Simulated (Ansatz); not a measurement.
```yaml
crystal:
  periodic: [true, true, true]
  atoms:
    - {symbol: B, position_ang: [-1.158794, 0.010342, -0.542195]}
    - {symbol: O, position_ang: [-0.165972, 0.785464, 0.443416]}
    - {symbol: B, position_ang: [1.053257, -0.163086, 0.845818]}
    - {symbol: H, position_ang: [-0.902379, -0.418903, -1.299123]}
    - {symbol: H, position_ang: [-2.220058, 0.946443, -0.526785]}
    - {symbol: H, position_ang: [2.048215, 0.296430, 1.583882]}
    - {symbol: H, position_ang: [1.491434, -0.931127, 0.105958]}
basis:
  gaussian: {orbitals: cc-pVDZ}
hamiltonian: {xc: {name: r2SCANh}, dispersion: d3bjatm, pseudopotentials: {relativity: none}}
```

```sh
$ ansatz run in.yaml --threads 4 --pin off --events-out ev --progress --plain --max-ram 10444MiB
```

Output, abridged:

```
Error: YAML parse error: error: line 2 column 3: crystal: missing field `lattice` (a structure is typed as `lattice` and `atoms`, a molecule's as `atoms` in Å alone, or read from a run's directory, `checkpoint`)
 --> <input>:2:3
1 | crystal:
2 |   periodic: [true, true, true]
3 |   atoms:
4 |     - {symbol: B, position_ang: [-1.158794, 0.010342, -0.542195]}
```

**Question.** Something in this input is off. What?

**Answer.** The molecule is marked periodic without a cell. The program refused the input.
